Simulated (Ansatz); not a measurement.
Results of HSE06 in Ansatz (PAW) for bcc Na.

Run with plane-wave cutoff 460 eV, 10×10×10 k mesh, Fermi–Dirac smearing 0.05 eV, scalar-relativistic PAW data made under PBE.

Equation-of-state points:

```csv
V (Å³/atom),E − E_lowest (meV/atom),P (GPa)
35.755,2.61,0.445
36.558,0.88,0.250
37.637,0.00,0.018
38.578,0.44,-0.161
39.519,1.87,-0.321
```

Question: What bulk modulus B0 and pressure derivative B′ does a third-order Birch–Murnaghan fit give?

Answer: V0 = 37.720 Å³/atom, B0 = 7.53 GPa, B′ = 3.7 (fit to the energies at full precision).

Measured, for comparison: bulk modulus 7.9 GPa (0 K value with the zero-point phonon effect removed, our sources range from 7.63 to 7.91; as tabulated in Mejia-Rodriguez and Trickey (2018), arXiv:1807.09216); equilibrium volume per atom 37.42 Å³/atom (static lattice: zero-point anharmonic expansion removed; as tabulated in Mejia-Rodriguez and Trickey (2018), arXiv:1807.09216). Computed (rounded) less measured: bulk modulus -5 % (-1 % to -5 % over the range), equilibrium volume per atom +0.8 %.

Static lattice: no zero-point or thermal effects.

Ansatz is an electronic-structure program.
